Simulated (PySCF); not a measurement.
Isomers of C5H9F, one GFN2-xTB conformer each. Single-point energies are computed at PBE0/pcSseg-1 (PySCF, gas phase, no added dispersion term), electronic only.

**Question.** Rank them by PBE0/pcSseg-1 energy, lowest first (kcal/mol).
A. `[CH3:1][C:2]([CH3:3])=[CH:4][CH2:5][F:6]` with C2–C4–C5–F6 -178°
B. `[CH3:1]/[CH:2]=[C:3](/[CH3:4])[CH2:5][F:6]` with C2–C3–C5–F6 128°
C. `[CH3:1]/[CH:2]=[C:3](/[F:4])[CH2:5][CH3:6]` with C2–C3–C5–C6 99°
D. `[CH2:1]=[C:2]([CH3:3])[CH2:4][CH2:5][F:6]` with C1–C2–C4–C5 -93°, C2–C4–C5–F6 -71°
E. `[CH3:1]/[CH:2]=[C:3](\[F:4])[CH2:5][CH3:6]` with C2–C3–C5–C6 108°
F. `[CH3:1]/[CH:2]=[CH:3]/[C@@H:4]([CH3:5])[F:6]` with C2–C3–C4–C5 -112°
G. `[CH3:1][CH2:2][C:3]1([F:4])[CH2:5][CH2:6]1` with C1–C2–C3–F4 -67°

**Answer.** E (0.0), C (1.9), F (2.5), B (5.6), D (6.4), A (7.2), G (7.7).

As drawn, the lowest has a C=C bond outside aromatic rings, which the highest lacks; the highest has a three-membered ring, which the lowest lacks. Neighbours under 2.5 kcal/mol apart (C/C=C(\F)CC and C/C=C(/F)CC; C/C=C(/F)CC and C/C=C/[C@@H](C)F; C/C=C(/C)CF and C=C(C)CCF; C=C(C)CCF and CC(C)=CCF; others) can change places with a better method, another conformer or zero-point energy. C/C=C(\F)CC and C/C=C(/F)CC are stereoisomers, 1.9 kcal/mol apart in the conformers taken. GFN2-xTB itself gives, in the same order: 0.1, 0.2, 2.6, 3.0, 3.8, 1.8, 0.0. GFN2-xTB puts CCC1(F)CC1 lowest instead; measured from each level's own lowest isomer, the values differ by up to 7.7 kcal/mol (CCC1(F)CC1: 0.0 against 7.7).

**Question.** Which frontier levels, dipoles and rotational constants go with these structures?

**Answer.** 
```
          SMILES  HOMO (eV, PBE0/pcSseg-1)  LUMO (eV)  dipole (D)     A, B, C (MHz)
     C/C=C(\F)CC                     -6.89       0.81        1.45  6951, 2093, 1821
     C/C=C(/F)CC                     -6.86       0.75        1.84  4384, 2729, 1884
C/C=C/[C@@H](C)F                     -7.21       0.52        1.69  7316, 1901, 1650
     C/C=C(/C)CF                     -7.15       0.37        1.95  5006, 2455, 1777
       C=C(C)CCF                     -7.19       0.39        1.39  5522, 2432, 1983
       CC(C)=CCF                     -6.94       0.47        2.35  7515, 1803, 1495
      CCC1(F)CC1                     -7.82       1.44        1.68  5557, 2815, 2424
```
